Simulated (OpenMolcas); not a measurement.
# N2H (dinitrogen monohydride): a chain of runs

Wanted: a single-point energy (UHF/STO-3G), then a single-point energy (CASSCF(3,3)/STO-3G), then the energy (CASPT2(3,3)/STO-3G), then a single-point energy (SC-NEVPT2(3,3)/STO-3G), then a single-point energy (MRCI(3,3)/STO-3G) of N2H (dinitrogen monohydride). 

The calculation is run with OpenMolcas 26.06.

### Step 1. The structure to begin with

N2H has 3 atoms, charge 0, and is taken as a doublet. SMILES: `[N]=N`. Geometry: relaxed at PBE0-D4/def2-TZVP.

Bond lengths: N1–N2 1.165 Å, N2–H3 1.057 Å. Angles: N1–N2–H3 117.5°.

### Step 2. The energy at UHF/STO-3G (run 1)

input.xyz reads:

```xyz
3

N      0.710530    -0.606720     0.326180
N     -0.268660    -0.217710    -0.170100
H     -0.441870     0.824430    -0.156080
```

step1.inp reads:

```
&gateway
  baslib
  $CurrDir
  coord
  input.xyz
  basis
  STO-3G
  group
  NoSym

&seward

&scf
  uhf
  spin
  2
  scramble
  0.25
  prorbitals
  1 1
```

The basis set STO-3G is read from a file made from the Basis Set Exchange's data (not shown).

The run is started by

```bash
$ export MOLCAS_MEM=1860
$ pymolcas step1.inp > step1.log
```

What it wrote:

```text
--- Start Module: gateway ---
[...]
--- Stop Module: gateway /rc=_RC_ALL_IS_WELL_ ---
--- Start Module: seward ---
[...]
      Basis functions           11
--- Stop Module: seward /rc=_RC_ALL_IS_WELL_ ---
--- Start Module: scf ---
[...]
       Convergence after  22 Iterations
[...]
::    Total SCF energy                               -107.9865884229
[...]
      Total spin, S                                     0.5825896555
[...]
      Total electronic charge=   15.000000
      Total            charge=   -0.000000
[...]
      Dipole Moment (debye):
      Origin of the operator (angstrom)=    0.1979   -0.3693    0.0699
                   X= -3.8548E-01               Y=  1.7673E+00               Z= -2.6520E-02           Total=  1.8090E+00
      Quadrupole Moment (debye*angstrom):
[...]
--- Stop Module: scf /rc=_RC_ALL_IS_WELL_ ---
[...]
```

Wall time 1.9 s (1 thread of Arm Neoverse V1, shared host); peak memory 0.37 GiB.

### Step 3. The energy at CASSCF(3,3)/STO-3G (run 2)

input.xyz is that of step 2.

step2.input reads:

```
>>> EXPORT MOLCAS_PRINT=2
&GATEWAY
BasLib
$CurrDir
Coord
input.xyz
Basis
STO-3G
Group
NoSym
&SEWARD
&RASSCF
FileOrb
$CurrDir/step1.UnaOrb
Spin
2
Nactel
3 0 0
Inactive
6
Ras2
3
OrbListing
Nothing
```

The basis set STO-3G is read from a file made from the Basis Set Exchange's data (not shown).

The run is started by

```bash
$ export MOLCAS_MEM=1860
$ pymolcas step2.input > step2.log
```

What it wrote:

```text
--- Start Module: gateway ---
[...]
--- Stop Module: gateway /rc=_RC_ALL_IS_WELL_ ---
--- Start Module: seward ---
[...]
      Basis functions           11
--- Stop Module: seward /rc=_RC_ALL_IS_WELL_ ---
--- Start Module: rasscf ---
[...]
      Number of active orbitals                  3
[...]
      Spin quantum number                      0.5
[...]
      Active orbitals                            3
[...]
      Number of CSFs                             8
[...]
      Number of root(s) required                 1
[...]
      Convergence after  7 iterations
[...]
      printout of CI-coefficients larger than  0.05 for root  1
      energy=    -108.023681
      conf/sym  111     Coeff  Weight
             1  2u0  -0.97366 0.94802
             4  udu  -0.05267 0.00277
             8  0u2  -0.21974 0.04828
      Natural orbitals and occupation numbers for root  1
      sym 1:   1.899733   1.000000   0.100267
      ************************************************************************************************************************
      *                                                    Final results                                                     *
[...]
::    RASSCF root number  1 Total energy:   -108.02368070
[...]
      Total electronic charge=   15.000000
      Total            charge=   -0.000000
[...]
      Dipole Moment (debye):
      Origin of the operator (angstrom)=    0.1979   -0.3693    0.0699
                   X= -4.7612E-01               Y=  1.8403E+00               Z= -6.8592E-02           Total=  1.9021E+00
      Quadrupole Moment (debye*angstrom):
[...]
--- Stop Module: rasscf /rc=_RC_ALL_IS_WELL_ ---
[...]
```

Wall time 1.7 s (1 thread of Arm Neoverse V1, shared host); peak memory 0.37 GiB.

### Step 4. A single-point energy at CASPT2(3,3)/STO-3G (run 3)

input.xyz is that of step 3.

step3.inp reads:

```
&GATEWAY
 BasLib
 $CurrDir
 Coord
 input.xyz
 Basis
 STO-3G
 Group
 NoSym

&SEWARD

&RASSCF
 FileOrb
 $CurrDir/step2.RasOrb
 Spin
 2
 Nactel
 3 0 0
 Inactive
 6
 Ras2
 3
 OrbListing
 Nothing

&CASPT2
 Imaginary
 0.1
 Frozen
 2
```

The basis set STO-3G is read from a file made from the Basis Set Exchange's data (not shown).

The run is started by

```bash
$ export MOLCAS_MEM=1860
$ pymolcas step3.inp > step3.log
```

What it wrote:

```text
--- Start Module: gateway ---
[...]
--- Stop Module: gateway /rc=_RC_ALL_IS_WELL_ ---
[...]
      Basis functions           11
[...]
--- Start Module: rasscf ---
[...]
      Number of active orbitals                  3
[...]
      Spin quantum number                      0.5
[...]
      Active orbitals                            3
[...]
      Number of CSFs                             8
[...]
      Number of root(s) required                 1
[...]
      Convergence after  4 iterations
[...]
      printout of CI-coefficients larger than  0.05 for root  1
      energy=    -108.023681
      conf/sym  111     Coeff  Weight
             1  2u0  -0.97366 0.94802
             4  udu  -0.05267 0.00277
             8  0u2  -0.21974 0.04828
      Natural orbitals and occupation numbers for root  1
      sym 1:   1.899733   1.000000   0.100267
      ************************************************************************************************************************
      *                                                    Final results                                                     *
[...]
::    RASSCF root number  1 Total energy:   -108.02368070
[...]
      Total electronic charge=   15.000000
      Total            charge=    0.000000
[...]
      Dipole Moment (debye):
      Origin of the operator (angstrom)=    0.1979   -0.3693    0.0699
                   X= -4.7614E-01               Y=  1.8403E+00               Z= -6.8611E-02           Total=  1.9021E+00
      Quadrupole Moment (debye*angstrom):
[...]
--- Stop Module: rasscf /rc=_RC_ALL_IS_WELL_ ---
--- Start Module: caspt2 ---
[...]
 ###    WARNING: User changed nr of frozen orbitals.                         ###
 ###############################################################################
[...]
      E2 (Variational):          -0.0714847680
      Total energy:            -108.0951654693
[...]
      Reference weight:           0.96957
[...]
::    CASPT2 Root  1     Total energy:   -108.09516547
[...]
--- Stop Module: caspt2 /rc=_RC_ALL_IS_WELL_ ---
[...]
```

Run time: 1.8 s. Hardware: 1 thread of Arm Neoverse V1, shared host; peak memory 0.37 GiB.

### Step 5. A single-point energy at SC-NEVPT2(3,3)/STO-3G (run 4)

input.xyz is that of step 4.

step4.inp reads:

```
&GATEWAY
BasLib
$CurrDir
Coord
input.xyz
Basis
STO-3G
Group
NoSym
&SEWARD
&RASSCF
FileOrb
$CurrDir/step2.RasOrb
Spin
2
Nactel
3 0 0
Inactive
6
Ras2
3
OrbListing
Nothing
&CASPT2
SC-NEVPT2
Frozen
2
```

The basis set STO-3G is read from a file made from the Basis Set Exchange's data (not shown).

The run is started by

```bash
$ export MOLCAS_MEM=1860
$ pymolcas step4.inp > step4.log
```

What it wrote:

```text
--- Start Module: gateway ---
[...]
--- Stop Module: gateway /rc=_RC_ALL_IS_WELL_ ---
[...]
      Basis functions           11
[...]
--- Start Module: rasscf ---
[...]
      Number of active orbitals                  3
[...]
      Spin quantum number                      0.5
[...]
      Active orbitals                            3
[...]
      Number of CSFs                             8
[...]
      Number of root(s) required                 1
[...]
      Convergence after  4 iterations
[...]
      printout of CI-coefficients larger than  0.05 for root  1
      energy=    -108.023681
      conf/sym  111     Coeff  Weight
             1  2u0  -0.97366 0.94802
             4  udu  -0.05267 0.00277
             8  0u2  -0.21974 0.04828
      Natural orbitals and occupation numbers for root  1
      sym 1:   1.899733   1.000000   0.100267
      ************************************************************************************************************************
      *                                                    Final results                                                     *
[...]
::    RASSCF root number  1 Total energy:   -108.02368070
[...]
      Total electronic charge=   15.000000
      Total            charge=    0.000000
[...]
      Dipole Moment (debye):
      Origin of the operator (angstrom)=    0.1979   -0.3693    0.0699
                   X= -4.7614E-01               Y=  1.8403E+00               Z= -6.8611E-02           Total=  1.9021E+00
      Quadrupole Moment (debye*angstrom):
[...]
--- Stop Module: rasscf /rc=_RC_ALL_IS_WELL_ ---
--- Start Module: caspt2 ---
[...]
 ###    WARNING: User changed nr of frozen orbitals.                         ###
 ###############################################################################
[...]
      E2 (Variational):          -0.0719721747
[...]
      E2 (Variational):          -0.0714487112
      Total energy:            -108.0951294125
[...]
      Reference weight:           0.96980
[...]
::    SC-NEVPT2 Root  1     Total energy:   -108.09512941
[...]
--- Stop Module: caspt2 /rc=_RC_ALL_IS_WELL_ ---
[...]
```

It took 1.7 s on 1 thread of Arm Neoverse V1, shared host; peak memory 0.37 GiB.

### Step 6. The energy at MRCI(3,3)/STO-3G (run 5)

input.xyz is that of step 5.

step5.input reads:

```
&GATEWAY
 BASLIB=$CurrDir
 COORD=input.xyz
 BASIS=STO-3G
 GROUP=NoSym

&SEWARD

&RASSCF
 FILEORB=$CurrDir/step2.RasOrb
 SPIN=2
 NACTEL=3 0 0
 INACTIVE=6
 RAS2=3
 ORBLISTING=Nothing

&MOTRA
 LUMORB
 FROZEN=2

&GUGA
 ELECTRONS=11
 SPIN=2
 INACTIVE=4
 ACTIVE=3
 CIALL=1

&MRCI
 SDCI
```

The basis set STO-3G is read from a file made from the Basis Set Exchange's data (not shown).

The run is started by

```bash
$ export MOLCAS_MEM=1860
$ pymolcas step5.input > step5.log
```

What it wrote:

```text
--- Start Module: gateway ---
[...]
--- Stop Module: gateway /rc=_RC_ALL_IS_WELL_ ---
[...]
      Basis functions           11
[...]
      Number of active orbitals                  3
[...]
      Spin quantum number                      0.5
[...]
      Active orbitals                            3
[...]
      Number of CSFs                             8
[...]
      Number of root(s) required                 1
[...]
      Convergence after  4 iterations
[...]
      printout of CI-coefficients larger than  0.05 for root  1
      energy=    -108.023681
      conf/sym  111     Coeff  Weight
             1  2u0  -0.97366 0.94802
             4  udu  -0.05267 0.00277
             8  0u2  -0.21974 0.04828
      Natural orbitals and occupation numbers for root  1
      sym 1:   1.899733   1.000000   0.100267
      ************************************************************************************************************************
      *                                                    Final results                                                     *
[...]
::    RASSCF root number  1 Total energy:   -108.02368070
[...]
      Dipole Moment (debye):
      Origin of the operator (angstrom)=    0.1979   -0.3693    0.0699
                   X= -4.7614E-01               Y=  1.8403E+00               Z= -6.8611E-02           Total=  1.9021E+00
      Quadrupole Moment (debye*angstrom):
[...]
      *** WARNING: Default frozen orbitals is overwritten by user input.
      *** Default values:   2
[...]
--- Start Module: guga ---
[...]
--- Stop Module: guga /rc=_RC_ALL_IS_WELL_ ---
--- Start Module: mrci ---
[...]
       (But an ACPF correction will be computed)
       USE THE DEFAULT ACPF G-VALUE GFAC=  0.18181818181818182
[...]
                      CI ENERGY:  -108.11354980
[...]
                ACPF CORRECTION:    -0.00481206
[...]
      Total electronic charge=   15.000000
      Total            charge=   -0.000000
[...]
     ACPF CORRECTION:     -0.00481206
[...]
  CI State   1     Total energy:   -108.11354980     QDav:     -0.00595223     QACPF:     -0.00481206
[...]
--- Stop Module: mrci /rc=_RC_ALL_IS_WELL_ ---
[...]
```

It took 1.9 s on 1 thread of Arm Neoverse V1, shared host; peak memory 0.37 GiB.

### Step 7. Results

| quantity | value |
| --- | --- |
| run 1, UHF/STO-3G: total energy | -107.98659 Eh |
| run 1, UHF/STO-3G: dipole moment | 1.81 D |
| run 1, UHF/STO-3G: HOMO energy (highest over α and β) | -8.49 eV |
| run 1, UHF/STO-3G: LUMO energy (lowest over α and β) | 7.65 eV |
| run 1, UHF/STO-3G: ⟨S²⟩ | 0.922 |
| run 2, CASSCF(3,3)/STO-3G: total energy | -108.02368 Eh |
| run 2, CASSCF(3,3)/STO-3G: dipole moment (CASSCF density) | 1.90 D |
| run 3, CASPT2(3,3)/STO-3G: total energy | -108.09517 Eh |
| run 3, CASPT2(3,3)/STO-3G: dipole moment (CASSCF density) | 1.90 D |
| run 4, SC-NEVPT2(3,3)/STO-3G: total energy | -108.09513 Eh |
| run 4, SC-NEVPT2(3,3)/STO-3G: dipole moment (CASSCF density) | 1.90 D |
| run 5, MRCI(3,3)/STO-3G: total energy | -108.11355 Eh |
| run 5, MRCI(3,3)/STO-3G: dipole moment (CASSCF density) | 1.90 D |

⟨S²⟩ (run 1, UHF/STO-3G) is 0.92 where a pure doublet has 0.75: the reference is spin-contaminated. Mulliken charges (run 1, UHF/STO-3G) run from -0.19 on N2 to +0.20 on H3; they depend strongly on the basis. Mulliken charges (run 2, CASSCF(3,3)/STO-3G) run from -0.18 on N2 to +0.20 on H3. Mulliken charges (run 3, CASPT2(3,3)/STO-3G) of the CASSCF density run from -0.18 on N2 to +0.20 on H3. Mulliken charges (run 4, SC-NEVPT2(3,3)/STO-3G) of the CASSCF density run from -0.18 on N2 to +0.20 on H3. Mulliken charges (run 5, MRCI(3,3)/STO-3G) of the CASSCF density run from -0.18 on N2 to +0.20 on H3; they depend strongly on the basis.
